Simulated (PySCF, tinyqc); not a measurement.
Inside a calculation. Method: CCSD on RHF in the sto-3g basis, for BH, spin multiplicity 1. The lowest restricted solution is unstable here: a spin-polarised one lies 0.0068 hartree lower (PySCF). One step of it, computed by the program tinyqc.

Task: CCSD: starting amplitudes. t_ij^ab = <ij||ab> / (e_i + e_j - e_a - e_b), whose energy is MP2.

orbital energies (hartree): [-7.383256, -0.466190, -0.231862, 0.246952, 0.246952, 0.364276]

Two-electron integrals over orbitals (pq|rs), unique and non-zero (hartree):
```
(11|11) 2.893123    (21|11) -0.291255   (21|21) 0.046521    (22|11) 0.654628
(22|21) -0.012737   (22|22) 0.472014    (31|11) 0.137194    (31|21) -0.020907
(31|22) 0.010354    (31|31) 0.017958    (32|11) -0.137119   (32|21) 0.007458
(32|22) -0.006474   (32|31) 0.007690    (32|32) 0.116764    (33|11) 0.540760
(33|21) -0.007783   (33|22) 0.428391    (33|31) -0.002439   (33|32) 0.003243
(33|33) 0.468318    (41|41) 0.021589    (42|41) 0.024618    (42|42) 0.090184
(43|41) -0.011568   (43|42) -0.038333   (43|43) 0.031948    (44|11) 0.742019
(44|21) -0.010711   (44|22) 0.484566    (44|31) 0.004724    (44|32) -0.076481
(44|33) 0.416129    (44|44) 0.586773    (51|51) 0.021589    (52|51) 0.024618
(52|52) 0.090184    (53|51) -0.011568   (53|52) -0.038333   (53|53) 0.031948
(54|54) 0.031630    (55|11) 0.742019    (55|21) -0.010711   (55|22) 0.484566
(55|31) 0.004724    (55|32) -0.076481   (55|33) 0.416129    (55|44) 0.523513
(55|55) 0.586773    (61|11) -0.088770   (61|21) 0.015761    (61|22) 0.001736
(61|31) 0.003995    (61|32) 0.016248    (61|33) -0.009837   (61|44) -0.003111
(61|55) -0.003111   (61|61) 0.019696    (62|11) 0.135563    (62|21) -0.003071
(62|22) 0.056111    (62|31) 0.012864    (62|32) -0.009616   (62|33) -0.025882
(62|44) 0.075724    (62|55) 0.075724    (62|61) 0.013332    (62|62) 0.088219
(63|11) 0.182622    (63|21) -0.004100   (63|22) 0.039883    (63|31) -0.003478
(63|32) -0.111849   (63|33) -0.002598   (63|44) 0.102339    (63|55) 0.102339
(63|61) -0.008266   (63|62) 0.055464    (63|63) 0.150900    (64|41) 0.007049
(64|42) 0.026389    (64|43) 0.004685    (64|64) 0.025582    (65|51) 0.007049
(65|52) 0.026389    (65|53) 0.004685    (65|65) 0.025582    (66|11) 0.603937
(66|21) -0.007635   (66|22) 0.468406    (66|31) 0.011207    (66|32) 0.050746
(66|33) 0.465560    (66|44) 0.438341    (66|55) 0.438341    (66|61) 0.007675
(66|62) 0.023741    (66|63) -0.023993   (66|66) 0.527967
```

Give: Starting amplitudes; correlation energy.

Result:

Starting amplitudes (spin orbitals 1a, 1b, ...; amplitudes related by a flip of all spins are not repeated):
```
from      to          t
3a 3b  6a 6b     -0.127
2a 2b  5a 5b     -0.063
2a 2b  4a 4b     -0.063
2a 2b  6a 6b     -0.053
2a 3b  6a 6b     -0.039
3a 3b  4a 4b     -0.033
3a 3b  5a 5b     -0.033
2a 3b  5a 5b      0.032
2a 3b  4a 4b      0.032
1a 2b  5a 5b  -2.95e-03
1a 2b  4a 4b  -2.95e-03
1a 2b  6a 6b  -1.55e-03
1a 3b  5a 5b   1.43e-03
1a 3b  4a 4b   1.43e-03
1a 1b  5a 5b  -1.41e-03
1a 1b  4a 4b  -1.41e-03
1a 1b  6a 6b  -1.27e-03
1a 3b  6a 6b   9.91e-04
```

correlation energy = -0.04707 hartree
